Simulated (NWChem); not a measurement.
All runs are NWChem calculations. System: Al, charge 0, spin multiplicity 2. Its SCF solution wasn't tested for a lower state. Level: UB3LYP/def2-TZVP, VWN1-RPA local correlation.

NWChem printed:

```
             Northwest Computational Chemistry Package (NWChem) 7.3.0
             --------------------------------------------------------

                                NWChem Input Module
                                -------------------

 Scaling coordinates for geometry "geometry" by  1.889725989
 (inverse scale =  0.529177249)

                             Geometry "geometry" -> ""
                             -------------------------

 Output coordinates in angstroms (scale by  1.889725989 to convert to a.u.)

  No.       Tag          Charge          X              Y              Z
 ---- ---------------- ---------- -------------- -------------- --------------
    1 Al                  13.0000     0.00000000     0.00000000     0.00000000

 Effective nuclear repulsion energy (a.u.)       0.0000000000

            Nuclear Dipole moment (a.u.)
            ----------------------------
        X                 Y               Z
 ---------------- ---------------- ----------------
     0.0000000000     0.0000000000     0.0000000000

      Symmetry information
      --------------------

 Group name             D2h
 Group number             26
 Group order               8
 No. of unique centers     1

      Symmetry unique atoms

     1


 Summary of "ao basis" -> "" (spherical)
 ------------------------------------------------------------------------------
       Tag                 Description            Shells   Functions and Types
 ---------------- ------------------------------  ------  ---------------------
 *                         def2-tzvp                  on all atoms

                                 NWChem DFT Module
                                 -----------------

 Summary of "ao basis" -> "ao basis" (spherical)
 ------------------------------------------------------------------------------
       Tag                 Description            Shells   Functions and Types
 ---------------- ------------------------------  ------  ---------------------
 Al                        def2-tzvp                13       37   5s5p2d1f

 Summary of "ao basis" -> "ao basis" (spherical)
 ------------------------------------------------------------------------------
       Tag                 Description            Shells   Functions and Types
 ---------------- ------------------------------  ------  ---------------------
 Al                        def2-tzvp                13       37   5s5p2d1f

      Symmetry analysis of basis
[...]
    20      0.657507  1 Al pz                17      0.441879  1 Al pz
     8     -0.109293  1 Al pz                11     -0.094063  1 Al pz

 Vector   10  Occ=0.000000D+00  E= 1.274860D-01  Symmetry=ag
              MO Center=  3.9D-15, -3.3D-16,  1.3D-16, r^2= 5.5D+00
   Bfn.  Coefficient  Atom+Function         Bfn.  Coefficient  Atom+Function
  ----- ------------  ---------------      ----- ------------  ---------------
     4      1.950835  1 Al s                  5     -1.832272  1 Al s
     3     -0.413063  1 Al s                 30     -0.099738  1 Al d  2
     2      0.071688  1 Al s                  1      0.061777  1 Al s
    28      0.057584  1 Al d  0

                     DFT Final Beta Molecular Orbital Analysis
                     -----------------------------------------

 Vector    4  Occ=1.000000D+00  E=-2.700433D+00  Symmetry=b2u
              MO Center= -2.5D-34,  2.0D-17, -2.2D-34, r^2= 1.3D-01
   Bfn.  Coefficient  Atom+Function         Bfn.  Coefficient  Atom+Function
  ----- ------------  ---------------      ----- ------------  ---------------
     7      0.552520  1 Al py                10      0.394820  1 Al py
    13      0.210339  1 Al py

 Vector    5  Occ=1.000000D+00  E=-2.690665D+00  Symmetry=b3u
              MO Center= -1.4D-18,  3.0D-20, -1.4D-19, r^2= 1.3D-01
   Bfn.  Coefficient  Atom+Function         Bfn.  Coefficient  Atom+Function
  ----- ------------  ---------------      ----- ------------  ---------------
     6      0.553030  1 Al px                 9      0.395524  1 Al px
    12      0.209018  1 Al px

 Vector    6  Occ=1.000000D+00  E=-2.949777D-01  Symmetry=ag
              MO Center= -9.9D-19, -6.2D-20, -6.6D-20, r^2= 2.1D+00
   Bfn.  Coefficient  Atom+Function         Bfn.  Coefficient  Atom+Function
  ----- ------------  ---------------      ----- ------------  ---------------
     4      0.732389  1 Al s                  5      0.411109  1 Al s
     3     -0.367112  1 Al s                  2      0.102754  1 Al s
     1      0.065809  1 Al s

 Vector    7  Occ=0.000000D+00  E=-7.030605D-02  Symmetry=b1u
              MO Center= -1.8D-33, -2.1D-34,  8.5D-20, r^2= 4.0D+00
   Bfn.  Coefficient  Atom+Function         Bfn.  Coefficient  Atom+Function
  ----- ------------  ---------------      ----- ------------  ---------------
    20      0.665838  1 Al pz                17      0.431327  1 Al pz
     8     -0.108680  1 Al pz                11     -0.094937  1 Al pz

 Vector    8  Occ=0.000000D+00  E=-7.030605D-02  Symmetry=b2u
              MO Center=  5.2D-33,  9.8D-20,  7.8D-33, r^2= 4.0D+00
   Bfn.  Coefficient  Atom+Function         Bfn.  Coefficient  Atom+Function
  ----- ------------  ---------------      ----- ------------  ---------------
    19      0.665838  1 Al py                16      0.431327  1 Al py
     7     -0.108680  1 Al py                10     -0.094937  1 Al py

 Vector    9  Occ=0.000000D+00  E=-4.603902D-02  Symmetry=b3u
              MO Center=  5.2D-13,  1.8D-15, -1.6D-16, r^2= 4.2D+00
   Bfn.  Coefficient  Atom+Function         Bfn.  Coefficient  Atom+Function
  ----- ------------  ---------------      ----- ------------  ---------------
    18      0.709280  1 Al px                15      0.379889  1 Al px
     6     -0.103477  1 Al px                 9     -0.092937  1 Al px
    12      0.026780  1 Al px

   alpha - beta orbital overlaps
   -----------------------------

   alpha      1      2      3      4      5      6      7      8      9     10
    beta      1      2      3      4      5      6      9      8      7     10
 overlap   1.000  1.000  1.000  1.000  1.000  0.998  0.996  1.000  1.000  0.981

   alpha     11     12     13     14     15     16     17     18     19     20
    beta     13     14     15     12     11     18     16     17     21     22
 overlap   1.000  1.000  0.979  1.000  1.000  0.996  1.000  1.000  1.000  1.000

   alpha     21     22     23     24     25     26     27     28     29     30
    beta     23     19     20     26     27     30     28     29     24     25
 overlap   0.999  1.000  1.000  1.000  1.000  1.000  1.000  1.000  1.000  1.000

   alpha     31     32     33     34     35     36     37
    beta     31     32     33     34     35     36     37
 overlap   1.000  1.000  1.000  1.000  1.000  1.000  1.000

     --------------------------
     Expectation value of S2:
     --------------------------
      <S2> =      0.7549 (Exact =     0.7500)

 Task  times  cpu:        0.4s     wall:        0.4s

 Total times  cpu:        0.5s     wall:        0.5s
```

Q: Write an NWChem input that would produce this output.

A: Several could match; the one computed here: 
```
start mol
memory heap 200 mb stack 900 mb global 1100 mb
geometry units angstroms nocenter noautoz
  Al     0.000000     0.000000     0.000000
  symmetry group D2h
end
basis spherical
  * library def2-tzvp
end
dft
  xc b3lyp
  odft
  mult 2
  semidirect memsize 60000000 filesize 0
  iterations 100
end
task dft energy
```
